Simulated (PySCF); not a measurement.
## Peak assignment

Mapped SMILES: `[CH3:1][NH:2][C:3]([CH3:4])=[O:5]`. Hydrogens are named by the atom that carries them.

Equivalent nuclei averaged, one computed conformer, non-relativistic Hamiltonian, in vacuum. PBE0/pcSseg-1 with gauge-including orbitals; spin–spin couplings from B3LYP/pcJ-1 (spin–dipole term only in couplings to heteroatoms); geometry: GFN2-xTB; PySCF 2.14.0 with density-fitted response routines.

References, each an isolated molecule treated in the same way: TMS for 13C and 1H.

(1) Assign these signals to the numbered atoms. 13C{1H} NMR (computed): δ 168.3, 26.4, 24.0.

(2) Assign these signals to the numbered atoms. 1H NMR (400 MHz, computed): δ 4.25 (br, 1H), 3.09 (d, J = 5.4 Hz, 3H), 1.84 (s, 3H).

Answers

(1) 
168.3 → C3, amide carbonyl carbon: lone-pair donation from the attached heteroatom keeps it upfield of a ketone carbonyl
26.4 → C1, methyl carbon bonded to N: deshielded by the electronegative neighbour
24.0 → C4, methyl carbon α to a carbonyl: α to the electron-withdrawing carbonyl group

(2) 
4.25 → H(N2), hydrogen on an amide-type nitrogen: exchangeable, gas-phase position
3.09 → H(C1), hydrogen on a methyl carbon bonded to N: its carbon carries N, an electronegative neighbour
1.84 → H(C4), hydrogen on a methyl carbon α to a carbonyl: α to C=O

OH and NH positions are those of a molecule without intermolecular hydrogen bonds; in solution they move with solvent, concentration and temperature, and exchange usually removes their couplings. Amide-type NH protons are broadened by 14N but still split neighbouring CH signals. Splittings below 1 Hz are ignored in the labels, and close J values are merged. Shifts are as computed. Against solution values, carbons near 30 ppm lie about +3 ppm off and those near 130 ppm about +5 ppm. Of 1211 compounds with measured shifts, 218 miss one by over three times the rms of a fit or turn the order of signals round; such compounds aren't used in these exercises. The C=O carbon of an acid or of an amide with N–H lies up to 10 ppm further downfield in solution, through hydrogen bonding that the calculation lacks.
